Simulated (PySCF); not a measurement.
2-pyrrolidinone, C₄H₇NO.
Numbering: `[O:1]=[C:2]1[CH2:3][CH2:4][CH2:5][NH:6]1` (hydrogens: H7, H8 on C3; H9, H10 on C4; H11, H12 on C5; H13 on N6)

The same species was optimised twice, with GFN2-xTB and with PBE0-D3(BJ)/def2-SVP (PySCF), and the same property calculations (PySCF, gas phase) were run on both structures.

```json
{"coordinate": "C2–N6 (Å)", "GFN2-xTB": "1.351", "PBE0-D3(BJ)/def2-SVP": "1.366", "change": "+0.015"}
{"coordinate": "C3–C4 (Å)", "GFN2-xTB": "1.528", "PBE0-D3(BJ)/def2-SVP": "1.525", "change": "-0.003"}
{"coordinate": "O1=C2 (Å)", "GFN2-xTB": "1.207", "PBE0-D3(BJ)/def2-SVP": "1.209", "change": "+0.002"}
{"coordinate": "C2–C3 (Å)", "GFN2-xTB": "1.524", "PBE0-D3(BJ)/def2-SVP": "1.525", "change": "+0.001"}
{"coordinate": "C4–C5 (Å)", "GFN2-xTB": "1.535", "PBE0-D3(BJ)/def2-SVP": "1.535", "change": "0.000"}
{"coordinate": "C5–N6 (Å)", "GFN2-xTB": "1.442", "PBE0-D3(BJ)/def2-SVP": "1.442", "change": "0.000"}
{"coordinate": "C3–C2–N6 (°)", "GFN2-xTB": "106.9", "PBE0-D3(BJ)/def2-SVP": "106.3", "change": "-0.6"}
{"coordinate": "C4–C5–N6 (°)", "GFN2-xTB": "102.7", "PBE0-D3(BJ)/def2-SVP": "102.2", "change": "-0.5"}
{"coordinate": "O1–C2–N6 (°)", "GFN2-xTB": "125.6", "PBE0-D3(BJ)/def2-SVP": "126.1", "change": "+0.5"}
{"coordinate": "C2–N6–C5 (°)", "GFN2-xTB": "115.0", "PBE0-D3(BJ)/def2-SVP": "114.8", "change": "-0.2"}
{"coordinate": "C2–C3–C4 (°)", "GFN2-xTB": "104.2", "PBE0-D3(BJ)/def2-SVP": "104.3", "change": "+0.1"}
{"coordinate": "O1–C2–C3 (°)", "GFN2-xTB": "127.5", "PBE0-D3(BJ)/def2-SVP": "127.5", "change": "0.0"}
{"coordinate": "C3–C4–C5 (°)", "GFN2-xTB": "103.7", "PBE0-D3(BJ)/def2-SVP": "103.7", "change": "0.0"}
```

Rotational constants: A = 7254, B = 3500, C = 2501 MHz (GFN2-xTB) against A = 7235, B = 3476, C = 2491 MHz (PBE0-D3(BJ)/def2-SVP). Point groups within 0.08 Å: C1 and C1.

On the GFN2-xTB structure: lowest singlet, TDDFT (eV) 5.75 [PBE0/def2-SVPD]; lowest triplet, Tamm–Dancoff (eV) 5.26 [PBE0/def2-SVPD]; isotropic polarisability (au) 56.1 [PBE0/def2-SVPD]; HOMO (eV) -7.17 [PBE0/def2-SVPD]; LUMO (eV) 0.50 [PBE0/def2-SVPD]; dipole (D) 4.32 [PBE0/def2-SVPD]; HOMO (eV) -7.05 [PBE0/pcSseg-1]; LUMO (eV) 1.03 [PBE0/pcSseg-1]; dipole (D) 4.19 [PBE0/pcSseg-1]; GIAO shielding of O1 (ppm) -62.8 [PBE0/pcSseg-1]; GIAO shielding of C2 (ppm) 11.1 [PBE0/pcSseg-1]; GIAO shielding of C3 (ppm) 155.5 [PBE0/pcSseg-1]; GIAO shielding of C4 (ppm) 162.3 [PBE0/pcSseg-1]; GIAO shielding of C5 (ppm) 142.6 [PBE0/pcSseg-1]; GIAO shielding of N6 (ppm) 141.2 [PBE0/pcSseg-1].

Task: What do these properties become on the PBE0-D3(BJ)/def2-SVP structure?

Result: 
```tsv
property	level	on GFN2-xTB	on PBE0-D3(BJ)/def2-SVP	change
lowest singlet, TDDFT (eV)	PBE0/def2-SVPD	5.75	5.71	-0.04
lowest triplet, Tamm–Dancoff (eV)	PBE0/def2-SVPD	5.26	5.21	-0.05
isotropic polarisability (au)	PBE0/def2-SVPD	56.1	56.8	+0.7
HOMO (eV)	PBE0/def2-SVPD	-7.17	-7.21	-0.04
LUMO (eV)	PBE0/def2-SVPD	0.50	0.50	0.00
dipole (D)	PBE0/def2-SVPD	4.32	4.23	-0.09
energy, GFN2-xTB geometry as zero (kcal/mol)	PBE0/def2-SVPD	0.0	-0.4	-0.4
HOMO (eV)	PBE0/pcSseg-1	-7.05	-7.09	-0.04
LUMO (eV)	PBE0/pcSseg-1	1.03	0.93	-0.10
dipole (D)	PBE0/pcSseg-1	4.19	4.11	-0.08
energy, GFN2-xTB geometry as zero (kcal/mol)	PBE0/pcSseg-1	0.0	-0.3	-0.3
GIAO shielding of O1 (ppm)	PBE0/pcSseg-1	-62.8	-68.7	-5.9
GIAO shielding of C2 (ppm)	PBE0/pcSseg-1	11.1	9.0	-2.1
GIAO shielding of C3 (ppm)	PBE0/pcSseg-1	155.5	153.9	-1.6
GIAO shielding of C4 (ppm)	PBE0/pcSseg-1	162.3	160.2	-2.1
GIAO shielding of C5 (ppm)	PBE0/pcSseg-1	142.6	141.4	-1.2
GIAO shielding of N6 (ppm)	PBE0/pcSseg-1	141.2	136.8	-4.4
```

The heavy atoms differ by 0.014 Å rms after alignment (one structure mirrored). Among bonds between heavy atoms C2–N6 changes most (+0.015 Å). Changes are differences of the printed values. Neither structure is proved a minimum here.
